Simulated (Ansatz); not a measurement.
Geometry optimisation, RKS PBE/def2-SVP in Ansatz 0.2.0.

Input:

```yaml
crystal:
  periodic: [false, false, false]
  atoms:
    - { symbol: Si, position_ang: [0.046107, 0.001798, -1.057793] }
    - { symbol: H, position_ang: [1.114354, 0.004131, 1.382835] }
    - { symbol: H, position_ang: [1.729508, -0.002692, 1.004296] }
    - { symbol: Cl, position_ang: [-1.160121, 1.643634, -0.456823] }
    - { symbol: Cl, position_ang: [-1.154148, -1.646872, -0.464815] }
basis:
  gaussian: { orbitals: def2-SVP }
hamiltonian:
  xc: pbe
relax:
  f_tol: 0.03
  max_steps: 50
```

Run as:

```bash
$ ansatz run input.yaml --threads 1 --pin off --max-ram 2048MiB --backend cpu --events-out ev --progress --plain --runs-dir out
```

Problem. Where does it end, and by what steps?

Solution. The forces met the threshold. After 4 steps the energy has fallen by 0.088 eV; H2 moved furthest, 0.46 Å.

```tsv
step	energy less start (eV)	largest force component (eV/Å)	accepted
0	0.0000	1.587	yes
1	-0.0759	0.144	yes
2	-0.0858	0.189	yes
3	-0.0879	0.045	yes
4	-0.0881	0.009	yes
```

```xyz
5
Properties=species:S:1:pos:R:3
Si -0.158 0.001 -1.271
H 1.418 0.007 1.732
H 1.941 -0.004 1.168
Cl -1.315 1.638 -0.606
Cl -1.310 -1.642 -0.615
```

Whether the end is a true minimum wasn't checked by a vibrational analysis.

Run time: 7.4 s on 1 thread of Arm Neoverse V1, with other jobs on the host, peak memory 0.11 GiB.
